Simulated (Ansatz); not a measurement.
**BNH (doublet): from Hartree-Fock to the top rungs at scale of all distances = 1.528, 6-31G**

How much of the correlation energy of BNH (doublet) does each wave-function method recover here?

Method: 6-31G, core rule «outside noble gas», up to 2 orbitals frozen; program: Ansatz 0.2.0, Gaussian basis.

The runs, in order: UHF; CCSD(T) on ROHF; CCSD(T) on UHF; BCCD(T) on ROHF; CISD as a restricted active space (open shells left free, so some higher excitations enter); CCSDT(Q) on ROHF; CCSDT(Q) on UHF; CISDTQ; CCSDTQ on ROHF; CASSCF and MRCISD+Q, 3 electrons in 3 orbitals; CASSCF and NEVPT2, 3 electrons in 3 orbitals; CASSCF and MRCISD+Q, 9 electrons in 9 orbitals; CASSCF and NEVPT4(SD), 9 electrons in 9 orbitals; CASSCF and NEVPT2, 9 electrons in 9 orbitals; Full CI.

17 further runs of the same task are left out: 2 for a known fault of the program, 13 that didn't finish, 2 set aside as unsound or not needed. Runs told in other sessions of the task aren't counted.

## 1. The geometry

The geometry derives from a PBE0/def2-TZVP stationary point (not a proven minimum). All distances are scaled together.

3 atoms, charge 0, spin multiplicity 2.

Atoms are counted from 1 here; the program's logs count them from 0.

No contacts short enough for the rule that draws bonds.

Geometry (Å):

```
B     0.00000    0.00000    0.06711
N     0.00000    0.00000   -1.92794
H     0.00000    0.00000    1.86082
```

## 2. UHF

File in.yaml:

```yaml
crystal:
  periodic: [false, false, false]
  atoms:
    - {symbol: B, position_ang: [0.000000, 0.000000, 0.067115]}
    - {symbol: N, position_ang: [0.000000, 0.000000, -1.927937]}
    - {symbol: H, position_ang: [0.000000, 0.000000, 1.860822]}
basis:
  gaussian: {orbitals: 6-31G}
magnetization: {spin_polarized: true, initial_magnetization: 1}
hamiltonian: {xc: hf}
output: {orbitals: {seedname: orbitals}}
```

Started as:

```bash
$ ansatz run in.yaml --threads 1 --pin off --events-out ev --progress --plain --max-ram 2393MiB
```

Further steps of the session: CCSD(T) on ROHF; CCSD(T) on UHF; BCCD(T) on ROHF; CISD as a restricted active space (open shells left free, so some higher excitations enter); CCSDT(Q) on ROHF; CCSDT(Q) on UHF; CISDTQ; CCSDTQ on ROHF; CASSCF and MRCISD+Q, 3 electrons in 3 orbitals; CASSCF and NEVPT2, 3 electrons in 3 orbitals; CASSCF and MRCISD+Q, 9 electrons in 9 orbitals; CASSCF and NEVPT4(SD), 9 electrons in 9 orbitals; CASSCF and NEVPT2, 9 electrons in 9 orbitals; Full CI.

Q: Predict the results of all the runs planned. Wanted: FCI from the RHF energy; RMP2 from FCI; UMP2 from FCI; RCCSD from FCI; RCCSD(T) from FCI; UCCSD(T) from FCI; RCCSDT(Q) from FCI; UCCSDT(Q) from FCI; NEVPT2 pair from FCI.

As calculated:

```
                         quantity                                         value
          FCI from the ROHF energy                                    -6.0122 eV
                    RMP2 from FCI                                   +2398.6 meV
                    UMP2 from FCI                                   +2054.3 meV
                   RCCSD from FCI                                    +590.2 meV
                RCCSD(T) from FCI                                     +91.2 meV
                UCCSD(T) from FCI                                    +226.9 meV
               RCCSDT(Q) from FCI                                     -60.2 meV
               UCCSDT(Q) from FCI                                     +15.1 meV
             NEVPT2 pair from FCI                                   +1563.2 meV
          NEVPT2 valence from FCI                                    +381.1 meV
      NEVPT4(SD) valence from FCI                                     +57.6 meV
levels within 1 kcal/mol (43 meV)  RCCSDT, UCCSDT(Q), RCCSDTQ, MRCISD+Q valence
                    T1 diagnostic                                         0.151
   effectively unpaired electrons                                          1.84
```

In words: RCCSD(T) misses by +91.2 meV, 1.5 % of the correlation energy. CCSD(T) misses by +91.2 meV on the restricted determinant and by +226.9 meV on the unrestricted one; the two need not hold the same state or core. RCCSDT(Q) falls below full CI, which methods that aren't variational can do. The occupations show strong static correlation (1.8 unpaired electrons where one determinant has 1). Coupled cluster on one determinant still stays close here. Of the multireference levels listed MRCISD+Q valence comes nearest in total energy (+21.0 meV), which doesn't show that its space is the better one. These misses are within one basis, not against nature; the frozen cores of restricted and unrestricted runs differ, which can shift their rows.

Levels on UHF freeze UHF's core orbitals, full CI those of ROHF, so the U rows can settle a little off it for that reason alone.

With open shells the CI space here admits some higher excitations, so it is larger than plain CISD.
